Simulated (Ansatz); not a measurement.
Start from `N#[C][AlH2]` and change one atom or group to get `CC#N`.

Ansatz, PBE0-D4/def2-TZVP geometries, multiplicity 1. 

```tsv
property	`N#[C][AlH2]`
HOMO energy (PBE/def2-TZVPP) / eV	-7.95
size of the dipole moment (ωB97M-V/def2-TZVPP) / D	3.42
HOMO–LUMO gap (B3LYP/def2-TZVPP) / eV	6.26
LUMO energy (ωB97M-V/def2-TZVPP) / eV	-0.85
HOMO–LUMO gap (ωB97M-V/def2-TZVPP) / eV	10.61
size of the dipole moment (B3LYP/def2-TZVPP) / D	3.39
```

Q: Give the same properties after the change, and the shifts. (Estimate.)

A: The calculation gave: 
| property | `CC#N` | shift |
| --- | --- | --- |
| HOMO energy (PBE/def2-TZVPP) / eV | -8.10 | -0.15 |
| size of the dipole moment (ωB97M-V/def2-TZVPP) / D | 4.00 | 0.58 |
| HOMO–LUMO gap (B3LYP/def2-TZVPP) / eV | 9.71 | 3.45 |
| LUMO energy (ωB97M-V/def2-TZVPP) / eV | 2.25 | 3.10 |
| HOMO–LUMO gap (ωB97M-V/def2-TZVPP) / eV | 14.06 | 3.45 |
| size of the dipole moment (B3LYP/def2-TZVPP) / D | 4.00 | 0.61 |

With PBE0 the HOMO falls by 0.23 eV and the LUMO rises by 3.42 eV, so the gap widens by about 3.65 eV. PBE moves the HOMO by -0.15 eV and ωB97M-V by -0.34 eV. The zero-point energy changes by 64.3 kJ/mol with +3 modes. Dipoles are sizes alone; their direction can turn.

B3LYP here is the variant with VWN-RPA as its local correlation; programs differ in this.
